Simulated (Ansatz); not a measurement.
hcp Re, treated with LDA (PAW; Ansatz, a first-principles code).

A relaxed, unreconstructed slab of the (11-20) face has 20 atoms, two equal faces of 20.937 Å² each and an energy of -212143.5053 eV. A bulk cell of 4 atoms with the same orientation and in-plane k mesh has -42430.6085 eV. Energies are extrapolated to zero smearing.

Numerical settings: plane-wave cutoff 500 eV, 12×12×1 k mesh (along the axes of the cell as run), Fermi–Dirac smearing 0.1 eV, scalar-relativistic PAW data made under PBE.

Worked out: γ = (E_slab − N E_bulk per atom)/2A = [-212143.5053 − 20 × (-42430.6085/4)]/(2 × 20.937) = 0.2278 eV/Å². With 16.022 J/m² per eV/Å² this is 3.65 J/m², or 4.77 eV per surface cell and face.
